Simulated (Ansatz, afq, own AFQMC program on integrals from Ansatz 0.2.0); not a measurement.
Two steps: Ansatz 0.2.0 writes the Fock matrix and Cholesky factors of the valence space, and afq projects on them the lowest state that overlaps trial and start.

```yaml
crystal:
  periodic: [false, false, false]
  atoms:
    - {symbol: Si, position_ang: [0.000000, 0.023519, 1.089742]}
    - {symbol: Si, position_ang: [0.000000, -0.076896, -1.189690]}
    - {symbol: H, position_ang: [0.000000, 1.216633, 1.985750]}
    - {symbol: H, position_ang: [0.000000, -1.180037, 1.969732]}
    - {symbol: H, position_ang: [0.000000, 1.450716, -1.170505]}
basis:
  gaussian: {orbitals: aug-cc-pVDZ}
total_charge: 1
magnetization: {spin_polarized: false}
correlation: {method: ccsd_t, electrons: outside_noble_gas, hamiltonian_folder: ham}
```

```sh
$ ansatz run in.yaml --threads 1 --pin off --events-out ev --progress --plain --max-ram 16896MiB --backend cuda --devices 0, --max-vram 18GiB
```

Options of the walk:

```
--method phaseless --trial cisd --walkers 3200 --populations 20 --least-time 60 --time-step 0.005 --steps-per-block 50 --equilibration-blocks 28 --max-blocks 4000 --target-error 0.00019 --factor-cut 1e-05 --seed 9222 --release-times 0.24,0.51,0.99,1.62,2.4 --release-step 0.03 --release-every 3 --taylor-order 6
```

Times are imaginary, in 1/Eh. The walk had a cap of 241 s. With eight or more populations the least sampling time is a fifth of least-time, and the error comes from their spread.

afq prints:

```
orbitals 71  electrons 5 5  factors 589 of 809
reference energy -579.23389272 Eh
CCSD correlation -0.20460650 Eh in 12 cycles, weight of the determinant in the CISD state 0.8580
energy of the start -579.438496 Eh
 block  time / (1/Eh)  mean weight  energy / Eh
     1     0.250  1.0002  -579.435114
     2     0.500  0.9999  -579.435502
     3     0.750  0.9999  -579.436879
     4     1.000  0.9998  -579.438356
     5     1.250  1.0000  -579.439550
     8     2.000  1.0001  -579.442243
    11     2.750  0.9999  -579.443570
    14     3.500  1.0000  -579.444367
    17     4.250  0.9999  -579.444435
    20     5.000  1.0001  -579.445403
    23     5.750  0.9999  -579.445346
    26     6.500  1.0001  -579.445232
    29     7.250  1.0002  -579.445053
    32     8.000  0.9998  -579.444868
    35     8.750  0.9999  -579.445118
    38     9.500  0.9999  -579.444451
    41    10.250  0.9999  -579.444936
    44    11.000  1.0002  -579.445548
    47    11.750  1.0000  -579.445640
    50    12.500  0.9999  -579.444830
    53    13.250  0.9997  -579.444965
    56    14.000  0.9997  -579.444909
    59    14.750  1.0001  -579.445293
    62    15.500  1.0004  -579.445465
    65    16.250  0.9998  -579.445665
    67    16.750  1.0001  -579.446111
    68    17.000  0.9999  -579.445285
    71    17.750  1.0000  -579.445150
    74    18.500  1.0000  -579.445644
    77    19.250  1.0001  -579.445145
    78    19.500  1.0002  -579.444421
error from the spread of 20 populations
released: time / (1/Eh)  energy / Eh  error  mean overlap
  0.24  -579.445330  0.000128  1.0017
  0.51  -579.445409  0.000138  1.0004
  0.99  -579.445517  0.000138  1.0023
  1.62  -579.445624  0.000134  1.0035
  2.40  -579.445751  0.000155  0.9971
energy -579.445253 +/- 0.000153 Eh
(rows thinned)
```

The run passed its tests (sampling time, drift between the halves within three errors, error under three times the target), which doesn't prove that it has relaxed.

Against this walk (error 4.2 meV) on the same determinant: CCSD(T) 31.6 meV higher, CCSDT(Q) 12.5 meV lower. The error is statistical and leaves out the bias of the constraint. The released energies are still falling (meV from the phaseless value at times in 1/Eh: -2 ± 3 at 0.24, -4 ± 4 at 0.51, -7 ± 4 at 0.99, -10 ± 4 at 1.62, -14 ± 4 at 2.40), so they give no level.

Cautions: constraint bias not in the error; restricted determinant unstable towards unrestricted (UHF 267 meV lower, ⟨S²⟩ 0.68).

The walk took 71 s on 1 × NVIDIA H100 80GB HBM3 with 2 threads of AMD EPYC 7R13 Processor (Zen 3), with other jobs on the host (the card was shared). The log's last line is the phaseless energy.

CCSDT and higher add their correlation energy to the determinant of the CCSD(T) run, since their own runs factorise the integrals more tightly (a shift of under 2 meV). A walk keeps the symmetry of its determinant, which the program's search chose and which needn't be the lowest solution, so a lower state of the same spin and another symmetry isn't excluded.
